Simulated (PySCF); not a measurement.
A small calculation by hand: entropy of an ideal gas

tetrafluoromethane (CF4), SMILES FC(F)(F)F.

Coordinates come from a B3LYP-D3(BJ)/def2-SVP optimisation.

B3LYP-D3(BJ)/def2-SVP run with PySCF 2.14.0 gives the harmonic wavenumbers 437, 437, 630, 630, 630, 918, 1305, 1305, 1305 cm⁻¹ and the rotational temperatures 0.2735, 0.2735, 0.2735 K. The molar mass is 88.00 g/mol, the symmetry number 12, the spin multiplicity 1.

Problem. Work out the entropy at 298.15 K and 1 atm in the rigid-rotor, harmonic-oscillator model.

Solution. 
Translation (Sackur–Tetrode at 1 atm): S = R[1.5 ln M + 2.5 ln T − 1.16487] = 164.6 J/(mol K).
Rotation: q = (√π/σ) T^1.5/√(θA θB θC) = 5320, S = R[ln q + 3/2] = 83.8 J/(mol K).
Vibration: with u = 1.4388 ν/T, each mode gives R[u/(e^u − 1) − ln(1 − e^−u)]:
```json
[
 {"ν (cm⁻¹)": "437", "modes": "2", "u": "2.11", "S (J/(mol K))": "7.00"},
 {"ν (cm⁻¹)": "630", "modes": "3", "u": "3.04", "S (J/(mol K))": "5.03"},
 {"ν (cm⁻¹)": "918", "modes": "1", "u": "4.43", "S (J/(mol K))": "0.54"},
 {"ν (cm⁻¹)": "1305", "modes": "3", "u": "6.30", "S (J/(mol K))": "0.34"}
]
```
These are all the modes. Sum 12.9 J/(mol K).
Spin: R ln 1 = 0.0 J/(mol K).
Total 261.3 J/(mol K); the program's own thermochemistry gives 261.3. Translation makes up 63 % and vibration 5 %. Anharmonicity, hindered rotation and orbital degeneracy are left out.
